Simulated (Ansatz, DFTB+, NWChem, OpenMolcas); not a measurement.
## How methods differ on S2 (sulfur dimer)

S2 has 2 atoms, charge 0, and is taken as a triplet. As SMILES, `S=S`. The bond length is the measured one.

```xyz
2

S     0.0000    0.0000    0.0000
S     0.0000    0.0000    1.8892
```

Each level gives the electronic atomisation energy (eV). The values are calculated. Electronic energies at fixed atoms, without zero-point motion or spin-orbit coupling.

| level | kind | program | value (eV) | less CCSD(T)/cc-pVTZ | CPU time (all runs) |
| --- | --- | --- | --- | --- | --- |
| DFTB3-D3(BJ) | semi-empirical | DFTB+ | 4.92 | +0.88 | under 2 s |
| UHF/cc-pVTZ | Hartree–Fock | OpenMolcas | 2.13 | -1.91 | 5.4 s |
| UBLYP/cc-pVTZ | GGA | NWChem | 4.54 | +0.50 | 26 s |
| UPBE0/cc-pVTZ | global hybrid | NWChem | 4.53 | +0.49 | 27 s |
| UHSE06/cc-pVTZ | range-separated hybrid | Ansatz | 4.54 | +0.50 | 3.9 s |
| UPBE-QIDH/cc-pVTZ | double hybrid | Ansatz | 4.33 | +0.29 | 5.9 s |
| RPA@PBE/cc-pVTZ | RPA | Ansatz | 3.81 | -0.23 | 4.4 s |
| UMP2/cc-pVTZ | perturbation theory | Ansatz | 4.28 | +0.24 | 1.8 s |
| ROCCSD(T)/cc-pVTZ | coupled cluster or CI | OpenMolcas | 4.04 | 0.00 | 10 s |

ROCCSD(T)/cc-pVTZ is the highest level here, not the true value. The values span 2.13 to 4.92 eV. Times are those of the runs behind each value, whatever else they computed, on shared processors of several kinds: orders of magnitude only.
